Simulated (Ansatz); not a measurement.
Basis-set extrapolation for C₂H₄FO, SMILES `[O]CCF` radical (PBE0-D4/def2-TZVP geometry, frozen core, Ansatz 0.2.0). Multiplicity 2, UHF reference.

```
                      def2-TZVPP   def2-QZVPP
                 HF  -252.417319  -252.428762
    MP2 correlation    -0.774337    -0.838228
CCSD(T) correlation    -0.836655      not run
```

Energies in hartree. Use E(X) = E(∞) + A·exp(−7.88·√X) for Hartree–Fock and E(X) = E(∞) + B·X^(−2.97) for correlation, with X = 3 and 4, and add CCSD(T) minus MP2 of the smaller set to the MP2 limit.

**Question.** What is the CCSD(T) energy at the basis-set limit?

**Answer.** HF limit: -252.428762 + (-0.011443) × 0.13774 = -252.43034. MP2 limit: -0.838228 + (-0.063891) × 0.74074 = -0.88555. Higher-order term: -0.836655 − (-0.774337) = -0.06232. Total: -253.37821 hartree, 3.38 eV below CCSD(T)/def2-TZVPP.
